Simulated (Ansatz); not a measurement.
Process, species as SMILES: [PH2] (PH2) → [PH2-] (an electron is taken up)
B3LYP-D3(BJ)/def2-TZVP geometries, fixed; electronic energies without zero-point terms; positive where energy is released.

Basis-set convergence of the adiabatic electron affinity at CCSD(T) with Ansatz (a program for electronic structure). Cartesian d functions, on some or all atoms, in 6-31G**; all else is spherical. Cores are frozen. Open shells are unrestricted. No added dispersion term, no relativity. Functions are those of the species that has most. Reference: Hartree-Fock in aug-cc-pV(Q+d)Z plus the correlation part extrapolated as X^-3 from aug-cc-pV(T+d)Z and aug-cc-pV(Q+d)Z, 1.257 eV, itself unsure by roughly 0.011 eV (a third of the extrapolation step and of the last Hartree-Fock step). Deviations are taken from unrounded values.

| basis | functions | adiabatic electron affinity (eV) | minus reference (eV) |
|---|---|---|---|
| STO-3G | 11 | -6.348 | -7.605 |
| 3-21G | 17 | -0.023 | -1.280 |
| pcseg-1 | 28 | 0.471 | -0.786 |
| 6-31G** | 29 | 0.160 | -1.097 |
| cc-pV(D+d)Z | 33 | 0.114 | -1.143 |
| def2-SVPD | 40 | 0.523 | -0.734 |
| aug-cc-pV(D+d)Z | 50 | 1.038 | -0.219 |
| def2-TZVPP | 70 | 0.786 | -0.471 |
| aug-pcseg-2 | 96 | 1.111 | -0.146 |
| aug-cc-pV(T+d)Z | 101 | 1.181 | -0.076 |
| cc-pV(Q+d)Z | 124 | 1.025 | -0.231 |
| def2-QZVPP | 130 | 1.059 | -0.198 |
| aug-cc-pV(Q+d)Z | 181 | 1.225 | -0.032 |

The smallest set listed that lies within 0.1 eV of the reference with all its larger relatives (same family, alike in diffuse functions; a set with none counts only in the reference's own line) is aug-cc-pV(T+d)Z (101 functions, -0.076 eV off).
